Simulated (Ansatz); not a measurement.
H5OSi2, SMILES `[SiH2]O[SiH3]` radical, relaxed with UKS PBE-D4/def2-SVP in the Gaussian-basis code of Ansatz from a rough embedded geometry. The force threshold is 0.03 eV/Å; the program also tests the step.

Total charge 0; spin multiplicity 2.

Start:

```xyz
8

Si    0.283   -1.705    0.082
O    -0.403   -0.330   -0.316
Si   -0.053    1.256   -0.327
H    -0.664   -2.821   -0.085
H     0.667   -1.749    1.526
H    -1.181    2.038   -0.880
H     1.158    1.545   -1.114
H     0.193    1.767    1.113
```

Q: By how much does the energy fall, and how many steps does the optimiser take? (Best estimate.)

A: Ansatz gave: 25.58 kJ/mol, in 5 steps, 1 of them rejected.

Q: Which bonds change most? (Best estimate.)

A: Ansatz gave: Si1–O2 from 1.588 to 1.680 Å; O2–Si3 from 1.625 to 1.679 Å; Si3–H8 from 1.547 to 1.506 Å; Si1–H4 from 1.474 to 1.509 Å.

Q: Give the relaxed structure. (Best estimate.)

A: Computed: 
```xyz
8

Si    0.310   -1.796    0.117
O    -0.376   -0.325   -0.315
Si   -0.041    1.321   -0.310
H    -0.730   -2.861   -0.136
H     0.686   -1.780    1.585
H    -1.229    2.029   -0.890
H     1.178    1.608   -1.145
H     0.202    1.804    1.095
```
